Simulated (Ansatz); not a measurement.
C₂H₆O₃ (`OCC(O)O`) at its PBE0-D4/def2-TZVP geometry, where that method's forces vanish. The species carries charge 0 and has multiplicity 1.

```xyz
11

O    -0.9152    0.1889    1.3956
C    -0.7823    0.6582    0.0715
C     0.4333    0.0243   -0.5742
O     0.1402   -1.3525   -0.6685
O     1.5825    0.2490    0.1774
H    -1.0471   -0.7638    1.3379
H    -1.6744    0.4458   -0.5286
H    -0.6429    1.7387    0.1275
H     0.6249    0.4486   -1.5669
H     0.9622   -1.8063   -0.8761
H     1.3187    0.1690    1.1045
```

(1) What forces (eV/Å) does PBE-D4/def2-TZVPP give on these atoms in the Gaussian-basis code of Ansatz? (Estimate.)

Answers

(1) The calculation gave: 
```
O1  -0.016  0.307  0.597
C2  -0.082  0.094 -0.242
C3  -0.076  0.226 -0.174
O4  -0.585 -0.429  0.022
O5   0.691  0.193 -0.162
H6  -0.054 -0.459 -0.028
H7  -0.208 -0.026 -0.151
H8   0.022  0.229  0.004
H9   0.059  0.127 -0.236
H10  0.395 -0.215 -0.099
H11 -0.146 -0.045  0.469
```
